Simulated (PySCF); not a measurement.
C5H7O (doublet state).
Z-matrix (Å and degrees, GFN2-xTB geometry), rows numbered from 1:
```
O 
C   1  1.4020
C   2  1.5435  1  112.54
C   3  1.4662  2  109.42  1   -66.78
C   4  1.3274  3  148.44  2    79.79
C   4  1.4609  3  147.67  2   -91.73
H   1  0.9652  2  108.57  3    57.39
H   2  1.0920  1  105.77  3   119.54
H   2  1.0996  1  110.89  3  -122.66
H   3  1.0936  2  108.35  1    53.33
H   3  1.0914  2  108.88  1   172.37
H   5  1.0632  4  149.44  6  -174.63
H   6  1.0781  4  127.95  5   113.01
```

The hyperfine couplings belong to this conformer and change with its torsions.

Identity: `C1([CH]C=1)CCO` [radical].

The calculation used UKS B3LYP, pcH-1 on C H O, non-relativistic, mean-field spin-orbit, GIAO in PySCF 2.14.0. Geometry: GFN2-xTB, one conformer, isolated molecule. A GFN2-xTB geometry isn't a minimum of the functional, and hyperfine couplings can be far from their values at a DFT geometry. Stability of the SCF solution: not tested.

Q: Break the g tensor into its mass correction, gauge correction and orbital-Zeeman/spin–orbit terms.

A: 
| Δg (ppm) | 1 | 2 | 3 |
| --- | --- | --- | --- |
| relativistic mass correction | -150 | -150 | -150 |
| gauge correction | 14 | 24 | 3 |
| orbital Zeeman/spin–orbit | -33 | 374 | 929 |
| total | -169 | 248 | 782 |

So g = 2.00215, 2.00257, 2.00310 and g_iso = 2.00261; the tensor is rhombic: the two nearest values differ by 44 % of g3 − g1. Axes: g2 points within 9° of the C6–H13 bond and g3 points within 6° of the C4–C5 bond.

Q: At 33.853 GHz, how far is the centre of the isotropic spectrum from where a free electron (g = 2.002319) resonates?

A: B = hν/(g μB) with μB/h = 13.99624 MHz/mT gives 1207.96 mT for the free electron and 1207.79 mT at g_iso, 0.17 mT lower.

Q: Average each term over the three axes. Which is largest in size?

A: The orbital-Zeeman/spin–orbit term 423, the mass correction -150 and the gauge correction 14 ppm, for a total of 287 ppm. The orbital-Zeeman/spin–orbit term is the largest in size. The mass correction is the same along every axis, so the anisotropy comes from the other two: their spans along these axes are 21 (gauge) and 962 ppm (orbital Zeeman/spin–orbit).

Q: In a frozen sample, at which fields do the three g values resonate at 9.5, 34, 94 and 263 GHz (hyperfine left aside), and which band first spreads them over more than twice a line width of 1.0 mT?

A: 
```json
{"band": "X", "GHz": "9.5", "B(g3) mT": "338.85", "B(g2) mT": "338.94", "B(g1) mT": "339.01", "spread mT": "0.16"}
{"band": "Q", "GHz": "34.0", "B(g3) mT": "1212.73", "B(g2) mT": "1213.05", "B(g1) mT": "1213.31", "spread mT": "0.58"}
{"band": "W", "GHz": "94.0", "B(g3) mT": "3352.84", "B(g2) mT": "3353.74", "B(g1) mT": "3354.44", "spread mT": "1.59"}
{"band": "J", "GHz": "263.0", "B(g3) mT": "9380.83", "B(g2) mT": "9383.33", "B(g1) mT": "9385.29", "spread mT": "4.46"}
```

The spread grows in proportion to the frequency. J band is the first where it exceeds 2.0 mT.

The largest Mulliken spin populations are on C6 (+0.81) and C5 (+0.15). The angles at C6 add up to 309.4°, so it is pyramidal.

The HOMO–LUMO gaps are 3.90 eV among the α and 6.68 eV among the β orbitals.

Time: 35 s (with the writing of density and orbital grids); peak memory 0.87 GiB. Hardware: one thread, Arm Neoverse V1 (aarch64), no GPU, shared host with 32 logical CPUs at a one-minute load of 21.
